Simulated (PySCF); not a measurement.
1,3-dioxole-2-thione, C3H2O2S, SMILES S=c1occo1, point group C2v.

Force field and properties: B3LYP/6-31G* (PySCF, grid level 2). Vibrational terms come from second-order perturbation theory with semi-diagonal cubic constants, by steps of ±0.6 along the normal coordinates of each isotopologue. The parent has the commonest isotopes.

Equilibrium geometry (Å):

| atom | x | y | z |
| --- | --- | --- | --- |
| S1 | 2.8821 | -0.0276 | -0.0540 |
| C2 | 1.2523 | -0.0093 | -0.0304 |
| O3 | 0.4360 | -1.0976 | 0.0353 |
| C4 | -0.8708 | -0.6511 | 0.0330 |
| C5 | -0.8568 | 0.6800 | -0.0324 |
| O6 | 0.4591 | 1.0971 | -0.0727 |
| H7 | -1.6478 | -1.3958 | 0.0810 |
| H8 | -1.6179 | 1.4420 | -0.0582 |

Give the equilibrium and ground-state rotational constants (MHz) of parent; ²H at 7.


```tsv
species	Ae	Be	Ce	A0	B0	C0	Δ0 (u Å²)	harmonic ZPE (cm⁻¹)
parent	9473.9	2286.8	1842.2	9402.7	2274.7	1831.1	0.066	10605
²H at 7	9142.6	2219	1785.6	9075.2	2207.3	1775.1	0.063	9891
```

Δ0 = Ic − Ia − Ib from the ground-state constants.

How is the parent's vibrational correction B0 − Be made up?


```
axis  harmonic  Coriolis  cubic  total (MHz)
   a        12      -7.7  -75.5        -71.2
   b      1.62    -0.683  -13.1        -12.2
   c     0.505    -0.173  -11.3          -11
```

And its quartic centrifugal distortion constants from the harmonic force field?

Asymmetric top, A reduction, Ir representation: ΔJ = 0.111 kHz, ΔJK = 1.08 kHz, ΔK = 2.72 kHz, δJ = 0.0227 kHz, δK = 0.795 kHz.

A mode lies under 250 cm⁻¹, where this perturbation treatment is rough.
